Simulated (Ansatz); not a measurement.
System: C2H4, charge 0, singlet. C2H4 (ethene, SMILES C=C).
B3LYP-D3(BJ)/def2-TZVP minimum from Ansatz (a first-principles code):
```
C
C 1 1.3246
H 1 1.0833 2 121.73
H 2 1.0833 1 121.73 3 180.00
H 1 1.0833 3 116.54 2 -180.00
H 2 1.0833 4 116.54 1 180.00
```

Total energies in cc-pVTZ, 12 correlated electrons, 2 frozen orbitals. Open shells are spin-unrestricted; no spin-orbit coupling. Correlated methods leave the cores frozen. No relativity.

| method | program | energy (Eh) | minus CCSDT(Q) (mEh) |
|---|---|---|---|
| HF | Ansatz | -78.06404 | 375.73 |
| MP2 | Ansatz | -78.39921 | 40.57 |
| CCSD | Ansatz | -78.42374 | 16.03 |
| CCSD(T) | Ansatz | -78.43863 | 1.14 |
| CCSDT(Q) | Ansatz | -78.43977 | 0.00 |

Rough core times of Ansatz's runs on a shared machine: CCSD(T) under 20 s, CCSDT(Q) 6 min.
